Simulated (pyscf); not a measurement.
Structures and frequencies: ωB97X-D3(BJ)/def2-SVP in PySCF.

Estimate by transition-state theory the rate constant of H₂B–O–GeH₃ + ammonia (NH₃) → HO–GeH₃ + H₂B–NH₂ (singlet surface; B–O, H–N broken, H–O, B–N formed) at 1200 K, with ωB97M-D3(BJ)/def2-TZVP energies (ideal gas, 1 atm, RRHO with modes under 100 cm⁻¹ raised to 100, one conformer, R ln 2 for chiral ones without a mode under 150 cm⁻¹; no tunnelling).

The electronic barrier is 10.0 kcal/mol and the thermal terms add +45.2, so ΔG‡ = 55.3 kcal/mol. With k_BT/h = 2.50e+13 s⁻¹ and RT = 2.385 kcal/mol, and a volume of 1.64e-19 cm³ per molecule at 1 atm, k = 3.5e-16 cm³ molecule⁻¹ s⁻¹. Wigner's tunnelling factor for 1216i cm⁻¹ would be 1.09. A shift of 1 kcal/mol in the barrier changes k by a factor 1.5. On the reactant side the descent ends in an adduct with a B–N contact, 14.7 kcal/mol under the separated species and 24.8 kcal/mol under the saddle at ωB97X-D3(BJ)/def2-TZVP. What is counted as formed (B–N) is already present as a longer contact in the reactant adduct; forming that adduct is a step of its own. The products may also form a dative adduct at H₂B–NH₂; it and routes through it were not searched. One saddle was located; it need not be the lowest between these sides. Elements up to Kr have no core potential and no relativistic terms here.
